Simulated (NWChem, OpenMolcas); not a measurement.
## The same job for OpenMolcas

NWChem 7.3.0 runs this on C2H3B (BH2(CCH)):

run.py:
```python
from ase import Atoms
from ase.calculators.nwchem import NWChem

mol = Atoms('BHHCCH', positions=[
    [0.568000, 0.981560, 0.005360],
    [1.733690, 0.971960, 0.100340],
    [-0.021130, 1.988210, -0.085920],
    [-0.181700, -0.313780, -0.000530],
    [-0.784880, -1.359230, -0.006870],
    [-1.313990, -2.268710, -0.012390],
])

calc = NWChem(
    label='run',
    theory='scf',
    memory='2200 mb',
    basis='def2-SVP',
    basispar='spherical bse',
    scf={'nopen': '0', 'rhf': None, 'thresh': '1e-08', 'maxiter': '80'},
)
mol.calc = calc

forces = mol.get_forces()
print(f"energy = {mol.get_potential_energy():.6f} eV")
print("forces (eV/A):")
for s, f in zip(mol.symbols, forces):
    print(f"{s:2s} {f[0]:10.5f} {f[1]:10.5f} {f[2]:10.5f}")
print("dipole (e A):", mol.get_dipole_moment().round(4))
```

```bash
$ export ASE_NWCHEM_COMMAND="nwchem PREFIX.nwi > PREFIX.nwo"
$ python run.py
```

The shape is that of a GFN2-xTB optimisation.

The shape isn't stationary at this level (largest force 1.8 eV/Å).

It gives a total energy of -102.010658 Eh.

Translate the job to OpenMolcas 26.06 as an input file of the program's own.

This input was run:

geom.xyz:
```
6

B      0.568000     0.981560     0.005360
H      1.733690     0.971960     0.100340
H     -0.021130     1.988210    -0.085920
C     -0.181700    -0.313780    -0.000530
C     -0.784880    -1.359230    -0.006870
H     -1.313990    -2.268710    -0.012390
```

run.inp:
```
>>> EXPORT MOLCAS_PRINT=2
&gateway
baslib = $CurrDir
coord = geom.xyz
basis = def2-SVP
group = NoSym
&seward
&scf
thresholds = 1e-10 1e-07 1e-07 1e-05
prorbitals = 1
&alaska
```

```bash
$ export MOLCAS_MEM=1860
$ pymolcas run.inp > run.log
```

(Basis files named in the input come from the Basis Set Exchange and aren't shown.)

Its energy is -102.010658 Eh, the same as the first but for the last digit, at most.
